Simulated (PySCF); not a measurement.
Species: C₅H₉F.
Atom-mapped SMILES: `[F:1][CH:2]1[CH2:3][CH2:4][CH2:5][CH2:6]1` (hydrogens: H7 on C2; H8, H9 on C3; H10, H11 on C4; H12, H13 on C5; H14, H15 on C6)

Computed geometry: GFN2-xTB, gas phase.

(1) Give the optimised bond lengths and angles.

Answers

(1) 
| bond | length (Å) |
| --- | --- |
| F1–C2 | 1.385 |
| C2–C3, C2–C6 | 1.534 |
| C3–C4, C5–C6 | 1.529 |
| C4–C5 | 1.526 |
| C2–H7 | 1.095 |
| C3–H8, C6–H15 | 1.089 |
| C3–H9, C6–H14 | 1.090 |
| C4–H10, C5–H12 | 1.090 |
| C4–H11, C5–H13 | 1.090 |

Bonds in one row agree within 0.01 Å and their mean is given. A selection of angles:
| angle | degrees |
| --- | --- |
| F1–C2–C3 | 109.7 |
| F1–C2–H7 | 104.9 |
| C3–C2–C6 | 106.4 |
| C3–C2–H7 | 113.3 |
| C2–C3–C4 | 105.7 |
| C2–C3–H8 | 112.0 |
| C2–C3–H9 | 108.0 |
| C4–C3–H8 | 112.5 |
| C4–C3–H9 | 110.3 |
| H8–C3–H9 | 108.2 |
| C3–C4–C5 | 103.6 |
| C3–C4–H10 | 112.1 |
| C3–C4–H11 | 110.1 |
| C5–C4–H10 | 112.8 |
| C5–C4–H11 | 109.7 |
| H10–C4–H11 | 108.4 |
| C4–C5–H12 | 109.9 |
| C4–C5–H13 | 112.9 |
| C6–C5–H12 | 109.9 |
| C6–C5–H13 | 112.5 |
| H12–C5–H13 | 108.8 |
| C5–C6–H14 | 113.1 |
| C5–C6–H15 | 110.3 |
| C2–C6–H14 | 110.7 |
| C2–C6–H15 | 109.5 |
| H14–C6–H15 | 108.7 |

Dihedral angles: F1–C2–C3–C4 124° (anticlinal); C2–C3–C4–C5 -29° (synperiplanar); C3–C4–C5–C6 41° (synclinal); C4–C5–C6–C2 -37° (synclinal); F1–C2–C6–C5 -99° (anticlinal). The mirror-image conformer, all signs reversed, is as good.

The 5-membered ring C2–C3–C4–C5–C6 has internal angles of 102.8° to 106.4°; it is puckered, 0.18 Å rms from its mean plane, widest ring torsion 41°.

Point group: C1 (no symmetry element, even within 0.4 Å). No frequency check. The numbers are those of one conformer.
